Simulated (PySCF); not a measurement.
# Choosing a basis for TDDFT

Species: C₄H₁₀O.
InChI=1S/C4H10O/c1-3-4(2)5/h4-5H,3H2,1-2H3/t4-/m0/s1

TDDFT with PBE0 (PySCF), vertical singlets, core orbitals frozen in the response, spherical d and f functions. Geometry: PBE0-D3(BJ)/def2-SVP, one conformer, isolated molecule.

```json
{"basis": "6-31G*", "functions": "90", "diffuse": "no", "S1 (eV)": "7.97", "S2 (eV)": "9.55", "S3 (eV)": "9.69", "S4 (eV)": "9.86", "S5 (eV)": "10.20", "LUMO (eV)": "2.35", "α (au)": "47.2"}
{"basis": "6-31+G*", "functions": "110", "diffuse": "yes", "S1 (eV)": "6.70", "S2 (eV)": "7.75", "S3 (eV)": "7.82", "S4 (eV)": "7.91", "S5 (eV)": "8.03", "LUMO (eV)": "0.32", "α (au)": "52.9"}
{"basis": "def2-SVP", "functions": "120", "diffuse": "no", "S1 (eV)": "7.53", "S2 (eV)": "8.92", "S3 (eV)": "8.98", "S4 (eV)": "9.10", "S5 (eV)": "9.41", "LUMO (eV)": "1.58", "α (au)": "49.1"}
{"basis": "def2-SVPD", "functions": "183", "diffuse": "yes", "S1 (eV)": "6.94", "S2 (eV)": "8.12", "S3 (eV)": "8.20", "S4 (eV)": "8.25", "S5 (eV)": "8.41", "LUMO (eV)": "0.53", "α (au)": "56.9"}
{"basis": "aug-cc-pVDZ", "functions": "205", "diffuse": "yes", "S1 (eV)": "6.44", "S2 (eV)": "7.26", "S3 (eV)": "7.32", "S4 (eV)": "7.42", "S5 (eV)": "7.69", "LUMO (eV)": "-0.14", "α (au)": "58.3"}
{"basis": "def2-TZVP", "functions": "215", "diffuse": "no", "S1 (eV)": "7.17", "S2 (eV)": "8.47", "S3 (eV)": "8.52", "S4 (eV)": "8.65", "S5 (eV)": "8.98", "LUMO (eV)": "0.95", "α (au)": "55.2"}
{"basis": "def2-TZVPD", "functions": "278", "diffuse": "yes", "S1 (eV)": "6.65", "S2 (eV)": "7.70", "S3 (eV)": "7.73", "S4 (eV)": "7.91", "S5 (eV)": "7.93", "LUMO (eV)": "0.19", "α (au)": "58.1"}
```

Problem. Compare the sets with the largest diffuse one.

Solution. States are compared by their number. Against the largest diffuse basis here (def2-TZVPD, itself not a converged limit), sets without diffuse functions differ by up to 1.32 eV in S1 and 2.26 eV in S5; the smaller diffuse sets differ by up to 0.29 and 0.48 eV. State by state, the largest deviation of a set without diffuse functions is S1 1.32, S2 1.85, S3 1.96, S4 1.95, S5 2.26 eV. The same number needn't mean the same state in each row. Against def2-TZVPD the polarisability deviates by -19% in 6-31G*, -9% in 6-31+G*, -15% in def2-SVP, -2% in def2-SVPD, 0% in aug-cc-pVDZ, -5% in def2-TZVP. A single + in a Pople set puts diffuse functions on heavy atoms only.
